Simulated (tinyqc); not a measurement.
Inside a calculation (part 2 of 2). Method: CCD on RHF in the sto-6g basis, frozen core, for H2F+, spin multiplicity 1. Computed by tinyqc, a small Python program that keeps every step (integrals from PySCF). Command: `OMP_NUM_THREADS=1 python tinyqc.py 24019 24020 out.jsonl` (the two numbers bound the seeds that draw the settings). One thread of a shared host (Intel(R) Xeon(R) Processor @ 2.60GHz), about 0.1 s of CPU time with the checks.

Geometry (angstrom):
```
atom         x          y         z
F     0.000000   0.000000  0.000000
H     0.000000   0.878000  0.578000
H     0.000000  -0.878000  0.578000
```

## CCD: convergence

E_corr = 1/4 sum <ij||ab> t_ij^ab; stop when the norm of the change is below 1e-8.

Course of the amplitude iterations:
```
update  correlation energy (hartree)  norm of the change
0                        -0.03680078                   -
1                        -0.04454275            5.79e-02
2                        -0.04653485            1.84e-02
3                        -0.04744896            6.72e-03
4                        -0.04744334            7.98e-04
5                        -0.04744573            1.76e-04
6                        -0.04744553            8.86e-06
7                        -0.04744558            8.06e-07
8                        -0.04744557            1.67e-07
9                        -0.04744557            2.24e-08
10                       -0.04744557            6.72e-09
```

Converged amplitudes (spin orbitals 1a, 1b, ...; amplitudes related by a flip of all spins are not repeated):
```
from      to          t
3a 3b  7a 7b  -0.087442
3a 4b  6b 7a  -0.050920
4a 4b  6a 6b  -0.049374
3a 3b  6a 6b  -0.043639
3a 4b  6a 7b   0.033188
2a 4b  6a 6b  -0.028890
2a 3b  6a 7b   0.027734
4a 4b  7a 7b  -0.026608
2a 2b  6a 6b  -0.019048
3a 4a  6a 7a  -0.017733
2a 3b  6b 7a  -0.015326
5a 5b  6a 6b  -0.012981
2a 3a  6a 7a   0.012409
2a 2b  7a 7b  -0.012319
5a 5b  7a 7b  -0.007087
2a 4b  7a 7b   0.001246
```

CCD total energy = -99.82401068 hartree

Converged in 10 updates, with DIIS from the third.
